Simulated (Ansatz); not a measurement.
# CHN: search for a transition state

Is there a first-order saddle for this 1,2-shift, which should form H1–N3 and break H1–C2, and which two structures does it connect?

Method: PBE0-D4, def2-SVP first, then def2-TZVP; program: Ansatz 0.2.0, Gaussian basis.

76 further runs of the same task are left out: 76 set aside as unsound or not needed.

### 1 The system as given

The guess: 3 atoms, charge 0, spin multiplicity 1.

Atoms are counted from 1 here; the program's logs count them from 0.

Bond lengths: H1–C2 1.162 Å, H1–N3 1.319 Å, C2–N3 1.203 Å. Angles: C2–H1–N3 57.6°, H1–C2–N3 67.8°, H1–N3–C2 54.6°.

Geometry (Å):

```xyz
3
charge 0, multiplicity 1
H     0.56570    0.35720   -0.27990
C    -0.58520    0.23310   -0.17750
N     0.01950   -0.59030    0.45740
```

Distances that are to change: H1–N3 1.32 Å, H1–C2 1.16 Å.

### 2 Relaxing the guess with the reacting distances held

hold/in.yaml

```yaml
crystal:
  periodic: [false, false, false]
  atoms:
    - {symbol: H, position_ang: [0.565700, 0.357200, -0.279900]}
    - {symbol: C, position_ang: [-0.585200, 0.233100, -0.177500]}
    - {symbol: N, position_ang: [0.019500, -0.590300, 0.457400]}
basis:
  gaussian: {orbitals: def2-SVP}
hamiltonian: {xc: pbe0, dispersion: d4}
relax: {f_tol: 0.04, max_steps: 150, escape_saddle: false, constraints: [{distance: [0, 2]}, {distance: [0, 1]}]}
```

Run with:

```sh
ansatz run in.yaml --threads 2 --pin off --events-out ev --progress --plain --max-ram 4352MiB
```

The runs that follow: Force constants to start from; Saddle search in the small basis; Saddle search in triple zeta; Checking the order of the point; Relaxing after a step of 0.30 Å one way along the mode; Relaxing after a step of 0.30 Å the other way along the mode.

**Question.** What will these runs give? Wanted: imaginary mode; barrier from the start side; barrier from the end side; energy of the step; pairs that change; zero-point energy at the saddle.

The runs gave:

```
                       quantity                       value
                 imaginary mode                  1124i cm⁻¹
    barrier from the start side                195.4 kJ/mol
      barrier from the end side                136.8 kJ/mol
             energy of the step                +58.6 kJ/mol
              pairs that change  H1–N3 formed, H1–C2 broken
zero-point energy at the saddle                    0.296 eV
```

What this shows: One imaginary mode, 1124i cm⁻¹, makes this a first-order saddle. It joins the planned start and end. At PBE0-D4/def2-TZVP the electronic barrier is 195.4 kJ/mol, about 79 kT at 298 K, and the step runs 58.6 kJ/mol uphill. The barrier is thin enough for tunnelling; the leading (Wigner) term alone is a factor of 2.2 at 298 K. A step off the saddle overshot and began above it in energy, so the link to its end is likely but not proven.
